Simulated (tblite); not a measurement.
Species: C₄H₁₀OP (charge -1).
Z-matrix (Å and degrees, GFN2-xTB geometry), rows numbered from 1:
```
C 
O   1  1.3975
C   2  1.4284  1  113.66
C   3  1.5113  2  115.94  1   -66.88
P   4  1.8805  3  108.73  2  -178.40
C   5  1.8616  4   94.28  3  -179.62
H   1  1.0923  2  106.77  3  -171.12
H   1  1.0995  2  111.19  3   -51.99
H   1  1.0972  2  112.23  3    69.45
H   3  1.0915  2  104.93  1   172.62
H   3  1.0996  2  109.41  1    56.80
H   4  1.0972  3  110.19  2   -57.66
H   4  1.0973  3  110.88  2    62.17
H   6  1.0891  5  107.41  4  -179.81
H   6  1.0938  5  111.24  4    61.04
H   6  1.0933  5  111.14  4   -60.71
```

Structure optimised with GFN2-xTB, isolated species.

Take the most abundant isotopes and a rigid rotor. The values belong to one conformer with, in the numbering `[CH3:1][O:2][CH2:3][CH2:4][P-:5][CH3:6]`, C1–O2–C3–C4 -67°, O2–C3–C4–P5 -178°, C3–C4–P5–C6 180°.

(1) What are A, B and C (cm⁻¹)?

(2) Classify the top.

(3) Is it planar, by Δ = Ic − Ia − Ib?

(4) Give the other two planar moments, Paa and Pbb, and the rms extents of the mass along the axes.

(5) Estimate the classical rotational partition function at 25 K, 200 K and 298.15 K.

## Answers

(1) Ia = 64.76, Ib = 448.96, Ic = 484.41 u·Å²; 505379 MHz·u·Å²/I gives 7804, 1126 and 1043 MHz, that is A = 0.26030, B = 0.03755, C = 0.03480 cm⁻¹.

(2) A near-prolate asymmetric top: κ = (2 × 1126 − 7804 − 1043)/(7804 − 1043) = -0.98.

(3) Not planar: Δ = Ic − Ia − Ib = -29.31 u·Å². For a rigid frame Δ = −2 Σ m c², so Σ m c² = 14.65 u·Å² lies off the ab plane: 7.33 from hydrogen and 7.33 from heavier atoms. The atom farthest from that plane is 1.48 Å away.

(4) Paa = Σ m a² = (Ib + Ic − Ia)/2 = 434.30 and Pbb = Σ m b² = (Ia + Ic − Ib)/2 = 50.11 u·Å². With the mass M = 105.05 u, the rms extents √(P/M) along a, b and c are 2.03, 0.69, 0.37 Å.

(5) Point group C1, symmetry number σ = 1; q = (√π/σ)·√((kT/h)³/(ABC)), k/h = 20836.6 MHz/K: 6960 at 25 K, 158000 at 200 K, 287000 at 298.15 K.

Its GFN2-xTB frequencies are all real (lowest 49 cm⁻¹). These are rigid-rotor constants of the computed structure; measured ground-state constants (B0) also hold zero-point vibration.

On an Arm Neoverse V2 with one thread (shared host), this took 0.45 s wall. That covers the optimisation of the geometry.
